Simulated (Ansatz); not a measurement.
For fcc Rh, LDA in Ansatz (PAW) gives:

| Quantity | Result |
|---|---|
| lattice parameter a | 3.754 Å |
| bulk modulus | 318 GPa |

Q: What does PBE0 (plane waves, PAW; Ansatz, a program for electronic structure) give for the same quantities?

A: 
- lattice constant a: 3.781 Å (increases by 0.7 %)
- bulk modulus: 294 GPa (decreases by 7.5 %)

For comparison: lattice constant a 3.794 Å (measured, static lattice: zero-point anharmonic expansion removed; as tabulated in Mejia-Rodriguez and Trickey (2018), arXiv:1807.09216); bulk modulus 271 GPa (measured, corrected for temperature and zero-point phonon effects, our sources range from 271 to 289; as tabulated in Levämäki et al. (2014), arXiv:1402.3671).

Changes are worked out from the printed values.

Unless a cell is named, each level is at its own relaxed cell (LDA 13.22, PBE0 13.51 Å³/atom).

The crystal itself was run without spin with PBE0; a magnetic state was not tried in these runs.

Ansatz's density-functional and Hartree–Fock values are scalar-relativistic unless marked +SOC, with PAW data made under PBE.
